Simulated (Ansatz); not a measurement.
Working through a short molecular-dynamics run of H₂S₂, SMILES SS

Computed with the Ansatz DFT code, driven from Python.

Interactive session:
```pycon
>>> import ansatz as az
>>> from ase import Atoms
>>> import numpy as np
>>> SETTINGS = {
...     'basis_set': '6-31G*',
...     'xc': 'b3lyp',
...     'n_steps': 20,
...     'temperature_k': 500,
... }
>>> atoms = Atoms(['S', 'S', 'H', 'H'], positions=[
...     [0.8486, -0.8313, 0.1849],
...     [0.0726, 1.1242, 0.0275],
...     [-0.2432, -1.3571, 0.8312],
...     [-0.6225, 1.0039, -1.0639],
... ])
>>> geometry = az.Crystal.molecule_from_ase(atoms)
>>> job = (
...     geometry.calculation()
...     .basis(gaussian=SETTINGS['basis_set'])
...     .functional(SETTINGS['xc'])
...     .accuracy('medium')
...     .scf(lower_state_search='light')
...     .md('nve', timestep=1.0, steps=SETTINGS['n_steps'], temperature=SETTINGS['temperature_k'], initial_velocities='maxwell_boltzmann', seed=82)
... )
>>> frames = []
>>> result = job.session().plan().execute(on_event=lambda e: frames.append(e['data']) if e['event'] == 'md_step' else None)

>>> print('t (fs)   E_pot (eV)      E_kin (eV)   T (K)   d(0-1) (A)')
t (fs)   E_pot (eV)      E_kin (eV)   T (K)   d(0-1) (A)
>>> for f in frames[::1]:
...     xyz = np.array(f['positions_ang'])
...     print(f'{f["time_fs"]:6.2f} {f["lagrangian_ev"]:14.5f} {f["e_kin_ev"]:10.5f} {f["temperature_k"]:8.1f} {np.linalg.norm(xyz[0] - xyz[1]):9.4f}')
...
  0.00   -21702.97269    0.12926    500.0    2.1097
  1.00   -21702.92635    0.08651    334.6    2.1050
  2.00   -21702.90538    0.06666    257.8    2.1002
  3.00   -21702.92823    0.08743    338.2    2.0951
  4.00   -21702.96517    0.12242    473.5    2.0900
  5.00   -21702.98240    0.13893    537.4    2.0849
  6.00   -21702.96514    0.12260    474.2    2.0799
  7.00   -21702.92478    0.08428    326.0    2.0752
  8.00   -21702.89049    0.05168    199.9    2.0707
  9.00   -21702.88749    0.04894    189.3    2.0666
 10.00   -21702.91942    0.07934    306.9    2.0628
 11.00   -21702.96286    0.12004    464.4    2.0595
 12.00   -21702.97870    0.13416    519.0    2.0567
 13.00   -21702.94647    0.10378    401.5    2.0542
 14.00   -21702.89763    0.05853    226.4    2.0521
 15.00   -21702.88512    0.04626    178.9    2.0504
 16.00   -21702.91479    0.07352    284.4    2.0489
 17.00   -21702.95054    0.10743    415.6    2.0478
 18.00   -21702.96025    0.11687    452.1    2.0471
 19.00   -21702.93605    0.09406    363.8    2.0468
 20.00   -21702.89638    0.05647    218.4    2.0472
>>> kept = np.array([f['conserved_ev'] for f in frames])
>>> print(f'conserved energy moves by at most {1000 * np.ptp(kept):.3f} meV')
conserved energy moves by at most 5.987 meV
```

What to keep in mind:
- The settings weren't tested for convergence.
- The trajectory is only some femtoseconds long, so its temperature is not equilibrated; where the script doesn't relax first, it starts from a rough generated geometry.
- b3lyp holds the VWN-RPA fit, as in Gaussian; the form of ORCA and Turbomole is b3lyp5.
- The temperature counts the internal degrees of freedom alone.
- With hydrogen a step over 0.5 fs is long.
- Finished in 15 s on 1 thread of Intel(R) Xeon(R) 6975P-C (Granite Rapids) (shared host), peak memory 0.17 GiB.

(Lines on the test bed's own set-up are left out of the output.)
